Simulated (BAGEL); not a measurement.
# C2H3Si (SMILES [C]#C[SiH3]) at ROHF/def2-TZVP (density fitting with qzvpp-jkfit)

Aim: the energy change on altering one bond length of C2H3Si at ROHF/def2-TZVP (density fitting with qzvpp-jkfit), from 2 runs. 

Program for the calculation: BAGEL 1.2.2.

4 further runs of the same task are left out: 3 that didn't finish, 1 set aside as unsound or not needed. Runs told in other sessions of the task aren't counted.

**1. Starting point**

C2H3Si has 6 atoms, charge 0, and is taken as a doublet. As SMILES, `[C]#C[SiH3]`. Geometry: relaxed at PBE0-D4/def2-TZVP.

Bond lengths: C1–C2 1.212 Å, C2–Si3 1.827 Å, Si3–H4 1.482 Å, Si3–H5 1.482 Å, Si3–H6 1.482 Å. Angles: C1–C2–Si3 179.9°, C2–Si3–H4 108.8°, C2–Si3–H5 108.8°, C2–Si3–H6 108.8°, H4–Si3–H5 110.1°, H4–Si3–H6 110.1°, H5–Si3–H6 110.1°.

**2. A single-point energy at ROHF/def2-TZVP (density fitting with qzvpp-jkfit)**

File calc.json:

```json
{ "bagel": [

{
  "title": "molecule",
  "basis": "def2-tzvp.json",
  "df_basis": "qzvpp-jkfit",
  "angstrom": "true",
  "geometry": [
    { "atom": "C", "xyz": [       1.099800,      -1.943700,       1.067500 ] },
    { "atom": "C", "xyz": [       0.563900,      -0.994100,       0.538900 ] },
    { "atom": "Si", "xyz": [      -0.246300,       0.437400,      -0.257000 ] },
    { "atom": "H", "xyz": [      -1.451000,      -0.035700,      -0.979200 ] },
    { "atom": "H", "xyz": [       0.706200,       1.059100,      -1.207200 ] },
    { "atom": "H", "xyz": [      -0.630600,       1.412800,       0.790800 ] }
  ]
},

{ "title": "rohf", "nopen": 1 },

{ "title": "print", "file": "orbitals.molden", "orbitals": "true" }

]}
```

The basis set def2-TZVP is read from a file made from the Basis Set Exchange's data (not shown).

Launch:

```sh
$ BAGEL_NUM_THREADS=1 BAGEL calc.json > calc.out
```

Log:

```text
* using 1 threads per process

  ===============================================================
  ===============================================================

  *** Geometry ***

  { "atom" : "C", "xyz" : [      2.078321,     -3.673061,      2.017283 ] },
  { "atom" : "C", "xyz" : [      1.065617,     -1.878577,      1.018373 ] },
  { "atom" : "Si", "xyz" : [     -0.465440,      0.826566,     -0.485660 ] },
  { "atom" : "H", "xyz" : [     -2.741993,     -0.067463,     -1.850420 ] },
  { "atom" : "H", "xyz" : [      1.334525,      2.001409,     -2.281277 ] },
  { "atom" : "H", "xyz" : [     -1.191661,      2.669805,      1.494395 ] },

  Number of auxiliary basis functions:      332

  Since a DF basis is specified, we compute 2- and 3-index integrals:
    o Being stored without compression. Storage requirement is 0.036 GB

  Number of basis functions:      117
  Number of electrons      :       29

    * METHOD: MOLECULE                             0.14

  *** Open-shell HF ***

  === Nuclear Repulsion ===
    76.3671329306

      * DIIS with orbital gradients will be used.

  === ROHF iteration (def2-tzvp.json) ===
      0       -366.16677249          0.02540136           0.10
      1       -366.25916815          0.01084673           0.10
      2       -366.27978331          0.00688972           0.11
      3       -366.28691855          0.00268697           0.10
      4       -366.28956547          0.00139949           0.10
      5       -366.29052925          0.00045465           0.11
      6       -366.29069118          0.00010658           0.10
      7       -366.29071695          0.00001485           0.10
      8       -366.29072198          0.00000490           0.10
      9       -366.29072192          0.00000310           0.11
     10       -366.29072195          0.00000265           0.11
     11       -366.29072195          0.00000219           0.10
     12       -366.29072200          0.00000145           0.11
     13       -366.29072202          0.00000070           0.10
     14       -366.29072206          0.00000032           0.11
     15       -366.29072204          0.00000017           0.11
     16       -366.29072204          0.00000007           0.11
     17       -366.29072203          0.00000003           0.11
     18       -366.29072203          0.00000002           0.10
     19       -366.29072203          0.00000001           0.10
     20       -366.29072203          0.00000000           0.11
    * SCF iteration converged.

    * S^2 (ROHF) is 0.7500

    * Permanent dipole moment:
           (    0.084478,    -0.149243,     0.083074) a.u.

    * METHOD: ROHF                                 2.33

    * METHOD: PRINT                                0.02

  ===============================================================
```

It took 2.7 s on 1 thread of Arm Neoverse V2, shared host; peak memory 0.11 GiB.

**3. The distorted shape, same level**

File job.json:

```json
{ "bagel": [

{
  "title": "molecule",
  "basis": "def2-tzvp.json",
  "df_basis": "qzvpp-jkfit",
  "angstrom": true,
  "geometry": [
    { "atom": "C", "xyz": [       1.260579,      -2.228596,       1.226089 ] },
    { "atom": "C", "xyz": [       0.563900,      -0.994100,       0.538900 ] },
    { "atom": "Si", "xyz": [      -0.246300,       0.437400,      -0.257000 ] },
    { "atom": "H", "xyz": [      -1.451000,      -0.035700,      -0.979200 ] },
    { "atom": "H", "xyz": [       0.706200,       1.059100,      -1.207200 ] },
    { "atom": "H", "xyz": [      -0.630600,       1.412800,       0.790800 ] }
  ]
},

{ "title": "rohf", "nopen": 1 },

{ "title": "print", "file": "orbitals.molden", "orbitals": true }

]}
```

The basis set def2-TZVP is read from a file made from the Basis Set Exchange's data (not shown).

Launch:

```sh
$ BAGEL_NUM_THREADS=1 BAGEL job.json > job.out
```

Log:

```text
* using 1 threads per process

  ===============================================================
  ===============================================================

  *** Geometry ***

  { "atom" : "C", "xyz" : [      2.382149,     -4.211436,      2.316972 ] },
  { "atom" : "C", "xyz" : [      1.065617,     -1.878577,      1.018373 ] },
  { "atom" : "Si", "xyz" : [     -0.465440,      0.826566,     -0.485660 ] },
  { "atom" : "H", "xyz" : [     -2.741993,     -0.067463,     -1.850420 ] },
  { "atom" : "H", "xyz" : [      1.334525,      2.001409,     -2.281277 ] },
  { "atom" : "H", "xyz" : [     -1.191661,      2.669805,      1.494395 ] },

  Number of auxiliary basis functions:      332

  Since a DF basis is specified, we compute 2- and 3-index integrals:
    o Being stored without compression. Storage requirement is 0.036 GB

  Number of basis functions:      117
  Number of electrons      :       29

    * METHOD: MOLECULE                             0.14

  *** Open-shell HF ***

  === Nuclear Repulsion ===
    70.9690624372

      * DIIS with orbital gradients will be used.

  === ROHF iteration (def2-tzvp.json) ===
      0       -366.11747343          0.01902904           0.10
      1       -366.18441831          0.01004839           0.11
      2       -366.19517691          0.00828519           0.11
      3       -366.20417004          0.00174826           0.11
      4       -366.20532288          0.00075602           0.11
      5       -366.20554727          0.00041969           0.11
      6       -366.20570163          0.00027115           0.11
      7       -366.20578582          0.00023109           0.11
      8       -366.20590701          0.00016914           0.11
      9       -366.20600096          0.00012353           0.11
     10       -366.20604074          0.00008227           0.11
     11       -366.20605728          0.00002189           0.11
     12       -366.20605448          0.00000726           0.11
     13       -366.20605543          0.00000186           0.11
     14       -366.20605559          0.00000041           0.11
     15       -366.20605564          0.00000008           0.11
     16       -366.20605566          0.00000003           0.11
     17       -366.20605566          0.00000001           0.11
     18       -366.20605566          0.00000001           0.11
    * SCF iteration converged.

    * S^2 (ROHF) is 0.7500

    * Permanent dipole moment:
           (    0.348937,    -0.605885,     0.333043) a.u.

    * METHOD: ROHF                                 2.17

    * METHOD: PRINT                                0.02

  ===============================================================
```

Run time: 2.5 s. Hardware: 1 thread of Arm Neoverse V2, shared host; peak memory 0.11 GiB.

**4. What came out**

Level: ROHF/def2-TZVP (density fitting with qzvpp-jkfit).

| quantity | value |
| --- | --- |
| first shape: total energy | -366.29072 Eh |
| first shape: dipole moment | 0.48 D |
| first shape: ⟨S²⟩ | 0.750 |
| distorted shape: total energy | -366.20606 Eh |
| distorted shape: dipole moment | 1.97 D |
| distorted shape: ⟨S²⟩ | 0.750 |
| energy change with the C1–C2 bond stretched from 1.212 to 1.575 Å | 2.304 eV |

With the C1–C2 bond stretched from 1.212 to 1.575 Å the energy rises by 2.30 eV (222 kJ/mol). The first shape isn't relaxed at this level, so the change isn't measured from a minimum.
